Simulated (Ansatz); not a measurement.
in.yaml

```yaml
crystal:
  periodic: [false, false, false]
  atoms:
    - {symbol: H, position_ang: [0.000000, 0.000000, -1.141000]}
    - {symbol: H, position_ang: [0.000000, 0.000000, -0.396000]}
    - {symbol: Cl, position_ang: [0.000000, 0.000000, 1.537000]}
basis:
  gaussian: {orbitals: "6-31G*"}
magnetization: {spin_polarized: false, initial_magnetization: 1}
correlation: {active_space: {window: {electrons: 1, orbitals: 5}, fixed_orbitals: true, states: [{multiplicity: 2, weights: [1, 0.5, 0.5, 0.5]}], root: 0}}
```

```sh
$ ansatz run in.yaml --threads 1 --pin off --events-out ev --progress --plain --max-ram 2393MiB
```

Roughly how long does this take on 1 thread of Intel Xeon 6975P-C, shared host, and how much host memory?

0.15 s wall and 0.18 GiB.

```
359 factors; integrals over basis functions are off by at most 4.7e-8 eV
mean field evaluation 1: about -12531.4648 eV, gradient 7.8e0 eV
mean field evaluation 2: about -12531.4650 eV, gradient 7.8e0 eV
mean field evaluation 4: about -12532.3544 eV, gradient 1.2e0 eV
mean field evaluation 8: about -12532.3821 eV, gradient 1.2e-4 eV
mean field evaluation 16: about -12532.0542 eV, gradient 1.1e-4 eV
mean field evaluation 32: about -12532.2071 eV, gradient 1.7e0 eV
mean field -12532.38211328 eV, -460.5565479094 hartree, gradient 8.9e-7 eV, S^2 0.750000; 7 other end points of the search recorded, 0 dependent functions left out
reference -12532.38211328 eV, -460.5565479094 hartree; 10, 9 occupied and 13, 14 virtual orbitals, 359 factors
state -12532.38211328 eV, -460.5565479094 hartree
state -12516.89848203 eV, -459.9875349560 hartree
state -12512.73272554 eV, -459.8344462286 hartree
state -12510.99430538 eV, -459.7705604662 hartree
Total energy: -12532.38211328 eV, -460.5565479094 hartree
```

Natural occupations, averaged over the states: 0.4000 0.2000 0.2000 0.2000 0.0000.
